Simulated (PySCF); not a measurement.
## [SH3]+: umbrella curve

Method: PBE0 in PySCF with S def2-TZVP, H def2-TZVP; no relativity; density-fitted integrals.

Rigid scan from the singlet minimum (S–H 1.357 Å (×3); H–S–H 94.1° (×3)). Coordinate: angle between each bond and the threefold axis, bonds fixed. Energies in kJ/mol from the minimum.

**Question.** Predict the curve at 55, 60, 65, 70, 75, 80, 85, 90.

**Answer.** 
```tsv
angle of the bonds to the threefold axis (°)	E (kJ/mol)	dipole size (D, about the centre of mass)
55	2.4	1.91
60	1.6	1.80
65	15.2	1.67
70	39.6	1.50
75	69.8	1.25
80	99.2	0.92
85	120.8	0.49
90	128.7	0.00
```

With the bonds held, the planar shape lies 128.7 kJ/mol from the minimum.

Other isomers or separated fragments may lie lower.
